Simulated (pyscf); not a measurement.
## Concerted two-bond exchange: `[OH][Bi]([OH])[OH]` + `[O]=[CH][OH]` -> `[O]=[CH][O][Bi]([OH])[OH]` + `[OH2]`

Gas phase, singlet surface, charge 0. Bonds broken: Bi1–O2, O10–H12. Bonds formed: Bi1–O8, O2–H12. Single points on ωB97X-D3(BJ)/def2-SVP structures (PySCF, gas phase).

Transition state (Å):

```xyz
12

Bi    -0.4764    -1.5110    -0.1469
O     -0.6610    -0.6540     1.9703
O      1.2430    -0.8044    -1.0443
O     -2.0666    -0.8713    -1.3031
H     -1.1847    -1.1382     2.6208
H      1.1582     0.1499    -1.1872
H     -1.9791     0.0776    -1.4747
O     -0.5088     1.0553    -0.2083
C     -0.7041     1.9320     0.6644
O     -0.8794     1.7265     1.8948
H     -0.7268     2.9944     0.3343
H     -0.7913     0.4904     2.0484
```

One imaginary mode, 373i cm⁻¹; descent along it reached the two sides named, in the forms told below.

| bond | change | reactant side (Å) | saddle | product side |
|---|---|---|---|---|
| Bi1–O2 | breaks | 2.146 | 2.292 | 2.542 |
| O10–H12 | breaks | 1.024 | 1.249 | 1.710 |
| Bi1–O8 | forms | 3.5 | 2.567 | 2.196 |
| O2–H12 | forms | 1.541 | 1.154 | 0.989 |

Electronic energies relative to the separated reactants (eV):

| level | barrier | reaction energy | reverse barrier |
|---|---|---|---|
| ωB97X-D3(BJ)/def2-TZVP | -0.27 | -0.34 | 0.07 |
| PBE/def2-TZVP | -0.34 | -0.22 | -0.12 |
| r²SCAN/def2-TZVP | -0.37 | -0.29 | -0.08 |
| B3LYP-D3(BJ)/def2-TZVP | -0.35 | -0.31 | -0.05 |
| PBE0-D3(BJ)/def2-TZVP | -0.34 | -0.29 | -0.05 |
| M06-2X/def2-TZVP | -0.36 | -0.33 | -0.02 |
| ωB97M-D3(BJ)/def2-TZVP | -0.22 | -0.28 | 0.06 |
| HF/def2-TZVP | 0.38 | -0.20 | 0.58 |

With ωB97M-D3(BJ)/def2-TZVP energies and thermal terms (ideal gas, 1 atm, RRHO with modes under 100 cm⁻¹ raised to 100, one conformer, R ln 2 for chiral ones without a mode under 150 cm⁻¹), in eV:

```
T (K)    ΔH‡   ΔG‡     ΔH     ΔG
-----  -----  ----  -----  -----
298    -0.28  0.27  -0.28  -0.21
600    -0.26  0.81  -0.27  -0.14
900    -0.24  1.35  -0.27  -0.07
1200   -0.20  1.87  -0.28   0.00
```

On the reactant side the descent ends in a bound adduct, 0.71 eV under the separated species and 0.44 eV under the saddle at ωB97X-D3(BJ)/def2-TZVP. On the product side the descent ends in an adduct with a Bi–O contact (not fully relaxed), 0.52 eV under the separated species and 0.59 eV under the saddle at ωB97X-D3(BJ)/def2-TZVP. At ωB97X-D3(BJ)/def2-TZVP, PBE, r²SCAN, B3LYP-D3(BJ), PBE0-D3(BJ), M06-2X, ωB97M-D3(BJ) the saddle lies under the separated reactants, which points to a path from their complex (located at ωB97X-D3(BJ) alone). At PBE, r²SCAN, B3LYP-D3(BJ), PBE0-D3(BJ), M06-2X the saddle lies under the separated products, which points to a path from their complex (located at ωB97X-D3(BJ) alone). What is counted as broken (Bi–O) persists as a longer contact in the product adduct; parting that adduct is a step of its own. One saddle was located; it need not be the lowest between these sides. Elements past Kr carry the def2 core potentials, without spin-orbit coupling.
